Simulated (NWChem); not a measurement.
CH$_{3}$, doublet; SMILES [CH3]

```xyz
4

C      0.0000     0.0000     0.0000
H     -0.7709    -0.7709     0.0000
H     -0.2822     1.0531     0.0000
H      1.0531    -0.2822     0.0000
```
Atoms are numbered in this order, from 1.

Results from NWChem. Spin-unrestricted. In the optimisation the excess spin sits in a2" (D3h, its own frame). The geometry was optimised at PBE0/def2-SVP, spin-unrestricted. No stability test was run on the SCF state. Level: M06-2X/def2-SVP with COSMO at NWChem's default radii, gas-phase geometry; the question gives the dielectric constant. Reactions with the solvent are ignored.

Problem. What does the run give for dielectric constant 7.6? Quantities: electrostatic solvation energy (kcal/mol).

Solution. 
```
Quantity                                   Result
-----------------------------------------  ------
electrostatic solvation energy (kcal/mol)    -0.6
```
